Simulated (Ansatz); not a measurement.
System: hcp Ti. Method: LDA (Ansatz, a program for electronic structure, plane waves, PAW).

Run with plane-wave cutoff 520 eV, 16×16×10 k mesh (along the axes of the cell as run), Fermi–Dirac smearing 0.1 eV, perturbation theory, force constants from a 4×4×2 q mesh, no spin polarisation, scalar-relativistic PAW data made under PBE.

Computed at the level's own relaxed cell. Harmonic vibrational thermodynamics at fixed volume:

```tsv
T (K)	S_vib (J/K per mol of atoms)	C_V (J/K per mol of atoms)	F_vib (eV/atom)
200	22.04	21.50	0.0137
300	?	?	?
600	?	?	?
700	?	?	?
800	?	?	?
900	?	?	?
1000	?	?	?
```

Question: What belongs in the gaps?

Answer: 
- 300, S_vib (J/K per mol of atoms): 31.16
- 300, C_V (J/K per mol of atoms): 23.31
- 300, F_vib (eV/atom): -0.0141
- 600, S_vib (J/K per mol of atoms): 47.83
- 600, C_V (J/K per mol of atoms): 24.52
- 600, F_vib (eV/atom): -0.1397
- 700, S_vib (J/K per mol of atoms): 51.62
- 700, C_V (J/K per mol of atoms): 24.63
- 700, F_vib (eV/atom): -0.1912
- 800, S_vib (J/K per mol of atoms): 54.91
- 800, C_V (J/K per mol of atoms): 24.70
- 800, F_vib (eV/atom): -0.2465
- 900, S_vib (J/K per mol of atoms): 57.82
- 900, C_V (J/K per mol of atoms): 24.75
- 900, F_vib (eV/atom): -0.3049
- 1000, S_vib (J/K per mol of atoms): 60.43
- 1000, C_V (J/K per mol of atoms): 24.79
- 1000, F_vib (eV/atom): -0.3662

The crystal is taken as a harmonic solid at every temperature: melting, phase changes and thermal expansion are not seen, nor the electrons' share in a metal.
